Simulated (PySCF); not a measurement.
# O₂: relaxation and vibrations of the triplet

Aim: relax O₂ as a triplet from a linear start, check by its vibrations whether the end is a minimum, and collect its spectrum and constants.

Program: PySCF 2.14.0. Level of theory: B3LYP, basis O def2-TZVP, no relativity, density fitting. These are calculated values, not measurements.

## (1) The system as given

2 atoms, charge 0, spin multiplicity 3.

Bond lengths: O1–O2 1.134 Å.

```xyz
2
charge 0 multiplicity 3
O     0.0000    0.0000    0.0000
O     0.0000    0.0000    1.1340
```

## (2) The SCF at the typed geometry

One driver script runs all steps and calls PySCF; scf.py shows how it sets up the SCF of each step. The optimiser is the driver's own. After this first run the driver tries any further starts and a stability analysis.

File scf.py:

```python
from pyscf import gto, scf, dft
mol = gto.M(atom='''
O      0.000000     0.000000     0.000000
O      0.000000     0.000000     1.134000''',
    basis={'O': 'def2-TZVP'},
    charge=0, spin=2)
mf = dft.UKS(mol, xc='B3LYP')
mf.grids.atom_grid = (50, 194)
aux = {'O': 'def2-universal-JKFIT'}
mf = mf.density_fit(auxbasis=aux)
mf.conv_tol = 1e-08
mf.diis_space = 10
mf.max_cycle = 60
mf.init_guess = 'minao'
mf.verbose = 4
mf.kernel()
```

Command:

```sh
$ OMP_NUM_THREADS=1 python axn.py task.json out
```

The runs that follow: Linear start, triplet: relaxation; Frequencies.

Q: Predict the outcome of this session. Wanted: minimum; geometry; wavenumbers; dipole moment; highest occupied, lowest empty level; polar-tensor charge of O1; zero-point energy; atomisation energy; ⟨S²⟩.

The runs gave:

| quantity | value |
| --- | --- |
| minimum | triplet, D∞h |
| geometry | O–O 1.204 Å |
| wavenumbers (cm⁻¹) | 1638 (σg+) |
| dipole moment | 0.00 D |
| highest occupied, lowest empty level (either spin) | -8.63, -3.34 eV |
| polar-tensor charge of O1 | +0.00 e |
| zero-point energy | 9.8 kJ/mol |
| entropy at 298.15 K | 205.0 J/(mol K) |
| atomisation energy (no zero-point energy) | 518 kJ/mol |
| ⟨S²⟩ | 2.009 |

The linear start keeps its D∞h symmetry and ends in a minimum. Only this shape and spin were tried, so other structures or states may lie lower.
